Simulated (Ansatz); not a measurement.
# SiHF2 (SMILES F[SiH]F) at USVWN5/STO-3G

Aim: the vertical ionisation energy of SiHF2 at USVWN5/STO-3G, from 2 runs. 

The calculation is run with Ansatz 0.2.0.

66 further runs of the same task are left out: 9 that didn't finish, 57 set aside as unsound or not needed.

### 1 The structure to begin with

The species is SiHF2 (4 atoms), meant as a doublet with charge 0. As SMILES, `F[SiH]F`. The coordinates come from a GFN2-xTB relaxation.

Bond lengths: F1–Si2 1.606 Å, Si2–F3 1.606 Å, Si2–H4 1.439 Å. Angles: F1–Si2–F3 100.4°, F1–Si2–H4 108.7°, F3–Si2–H4 108.6°.

### 2 The energy at USVWN5/STO-3G

Input file job.yaml:

```yaml
crystal:
  periodic: [false, false, false]
  atoms:
    - symbol: F
      position_ang: [1.226950, 0.652980, -0.410280]
    - symbol: Si
      position_ang: [-0.028060, -0.342890, -0.301090]
    - symbol: F
      position_ang: [-1.234200, 0.716240, -0.252780]
    - symbol: H
      position_ang: [0.035310, -1.026330, 0.964150]
basis:
  gaussian:
    orbitals: STO-3G
magnetization:
  spin_polarized: true
  initial_magnetization: 1
hamiltonian:
  xc: {name: SVWN5}
accuracy: high
```

The run is started by

```console
ansatz run job.yaml --threads 1 --pin off --max-ram 2610MiB --events-out events.jsonl --progress --plain --runs-dir runs
```

Output:

```text
Warning: RAYON_NUM_THREADS=1 ignored (pool sized by the plan → 1); use --threads N
Functional definition: SVWN5
  name "SVWN5"
  exchange = slater_x
  correlation = vwn5_c
361 factors; integrals over basis functions are off by at most 3.0e-8 eV
mean field evaluation 1: about -13087.2766 eV, gradient 1.2e1 eV
mean field evaluation 2: about -13084.9300 eV, gradient 2.2e1 eV
mean field evaluation 4: about -13088.3947 eV, gradient 3.9e-1 eV
mean field evaluation 8: about -13088.3729 eV, gradient 4.1e-2 eV
mean field evaluation 16: about -13088.3729 eV, gradient 2.5e-8 eV
mean field -13088.37291910 eV, -480.9888331592 hartree, gradient 2.4e-8 eV, S^2 0.750298; 0 other end points of the search recorded, 0 dependent functions left out
reference -13088.37292040 eV, -480.9888332069 hartree; 17, 16 occupied and 3, 4 virtual orbitals, 361 factors
Total energy: -13088.37292040 eV, -480.9888332069 hartree
```

It took 0.54 s on 1 thread of Intel Xeon 6975P-C (Granite Rapids), shared host; peak memory 0.12 GiB.

### 3 The singlet cation

Input file job.yaml:

```yaml
crystal:
  periodic: [false, false, false]
  atoms:
    - {symbol: F, position_ang: [1.226950, 0.652980, -0.410280]}
    - {symbol: Si, position_ang: [-0.028060, -0.342890, -0.301090]}
    - {symbol: F, position_ang: [-1.234200, 0.716240, -0.252780]}
    - {symbol: H, position_ang: [0.035310, -1.026330, 0.964150]}
basis:
  gaussian:
    orbitals: STO-3G
total_charge: 1
hamiltonian:
  xc: {name: SVWN5}
accuracy: high
```

The run is started by

```console
ansatz run job.yaml --threads 1 --pin off --max-ram 2610MiB --events-out events.jsonl --progress --plain --runs-dir runs
```

Output:

```text
Warning: RAYON_NUM_THREADS=1 ignored (pool sized by the plan → 1); use --threads N
[... 4 set-up lines as earlier in the session ...]
361 factors; integrals over basis functions are off by at most 3.0e-8 eV
mean field evaluation 1: about -13074.2022 eV, gradient 4.2e1 eV
mean field evaluation 2: about -13018.2344 eV, gradient 1.4e2 eV
mean field evaluation 4: about -13082.7431 eV, gradient 5.5e0 eV
mean field evaluation 8: about -13082.8681 eV, gradient 6.2e-2 eV
mean field evaluation 16: about -13082.8372 eV, gradient 2.3e-6 eV
mean field -13082.83722402 eV, -480.7854001170 hartree, gradient 3.1e-9 eV, S^2 0.000000; 0 other end points of the search recorded, 0 dependent functions left out
reference -13082.83722535 eV, -480.7854001659 hartree; 16, 16 occupied and 4, 4 virtual orbitals, 361 factors
Total energy: -13082.83722535 eV, -480.7854001659 hartree
```

Run time: 0.36 s. Hardware: 1 thread of Intel Xeon 6975P-C (Granite Rapids), shared host.

### 4 Results

At USVWN5/STO-3G:

| quantity | value |
| --- | --- |
| doublet SiHF2: total energy | -480.98883 Eh |
| doublet SiHF2: ⟨S²⟩ | 0.750 |
| singlet cation: total energy | -480.78540 Eh |
| vertical ionisation energy (to the singlet cation) | 5.536 eV |

Removing an electron at fixed nuclei costs 5.54 eV (534 kJ/mol). Only the singlet of the ionised species was computed; a triplet could lie lower. In a minimal basis such a difference can be off by several eV, whatever the method.
